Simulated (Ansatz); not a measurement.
The input, for Ansatz 0.2.0:

```yaml
crystal:
  periodic: [false, false, false]
  atoms:
    - {symbol: B, position_ang: [0.084376, 0.005225, 1.315498]}
    - {symbol: O, position_ang: [-0.080498, 0.013599, -0.002009]}
    - {symbol: B, position_ang: [-0.003878, -0.018825, -1.313489]}
basis:
  gaussian: {orbitals: cc-pVDZ}
magnetization: {spin_polarized: true, initial_magnetization: 2}
correlation: {method: bccd_t, electrons: outside_noble_gas}
output: {forces: true}
```

```sh
$ ansatz run in.yaml --threads 1 --pin off --events-out ev --progress --plain --max-ram 2393MiB
```

(1) Roughly how long does this take on 1 thread of Intel Xeon 6975P-C, shared host, and how much host memory?

```
393 factors; integrals over basis functions are off by at most 6.8e-4 eV
mean field evaluation 1: about -3372.9557 eV, gradient 1.7e1 eV
mean field evaluation 2: about -3373.0542 eV, gradient 1.7e1 eV
mean field evaluation 4: about -3374.9117 eV, gradient 3.3e0 eV
mean field evaluation 8: about -3375.1977 eV, gradient 9.6e-1 eV
mean field evaluation 16: about -3376.9121 eV, gradient 3.0e-1 eV
mean field evaluation 32: about -3376.9138 eV, gradient 2.0e-3 eV
mean field evaluation 64: about -3375.0006 eV, gradient 6.8e-1 eV
mean field evaluation 96: about -3375.1702 eV, gradient 9.3e-6 eV
mean field evaluation 128: about -3376.8793 eV, gradient 7.2e-3 eV
mean field evaluation 160: about -3376.8036 eV, gradient 1.0e0 eV
...
cycle  15  -9.39685822 eV  change   -1.1e-4 eV  update   2.5e-5
cycle  16  -9.39689464 eV  change   -3.6e-5 eV  update   1.6e-5
cycle  17  -9.39689054 eV  change    4.1e-6 eV  update   1.0e-5
cycle  18  -9.39689513 eV  change   -4.6e-6 eV  update   6.1e-6
cycle  19  -9.39689688 eV  change   -1.8e-6 eV  update   3.7e-6
cycle  20  -9.39689755 eV  change   -6.7e-7 eV  update   1.9e-6
cycle  21  -9.39689755 eV  change    7.2e-9 eV  update   1.1e-6
cycle  22  -9.39689982 eV  change   -2.3e-6 eV  update   8.5e-7
cycle  23  -9.39689998 eV  change   -1.5e-7 eV  update   5.6e-7
cycle  24  -9.39690004 eV  change   -6.4e-8 eV  update   4.3e-7
perturbative correction -0.63474782 eV, -0.0233265522 hartree
WARN: these amplitudes may be one of several solutions (largest doubles amplitude 0.33, level shift 6.68 eV)
the calculation of the forces begins
Total energy: -3385.20184839 eV, -124.4038733562 hartree
Atom 0 at     0.084376     0.005225     1.315498 Å, force     0.058276     0.002515     0.834782 eV/Å
Atom 1 at    -0.080498     0.013599    -0.002009 Å, force    -0.095902     0.025188     0.603506 eV/Å
Atom 2 at    -0.003878    -0.018825    -1.313489 Å, force     0.037627    -0.027703    -1.438288 eV/Å
Dipole moment:    -0.011060     0.001668    -0.013777 e Å
```

Forces (eV/Å):
```
B    0.058  0.003  0.835
O   -0.096  0.025  0.604
B    0.038 -0.028 -1.438
```

Answers

(1) 13 s wall and 0.22 GiB.
